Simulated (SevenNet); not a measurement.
hcp Ti

Method: the machine-learned potential SevenNet-l3i5 (trained on PBE and PBE+U data).

Cell (relaxed at this level):

Space group P6₃/mmc (No. 194); a = b = 2.9460 Å, c = 4.6215 Å, α = β = 90.00°, γ = 120.00°

| atom | site | symmetry | x | y | z |
|---|---|---|---|---|---|
| Ti | 2c | -6m2 | 0.3333 | 0.6667 | 0.2500 |

For hcp Ti, the vacancy formation energy is 1.39 eV.

Measured, for comparison: vacancy formation energy 1.27 ± 0.05 eV (not corrected to a static lattice, monovacancy; as tabulated in Hashimoto et al. (1984), doi:10.1088/0305-4608/14/10/004). Computed (rounded) less measured: vacancy formation energy +0.12 eV.

A machine-learned potential is trained on density-functional data: it inherits that level's misses and adds fitting errors of its own.
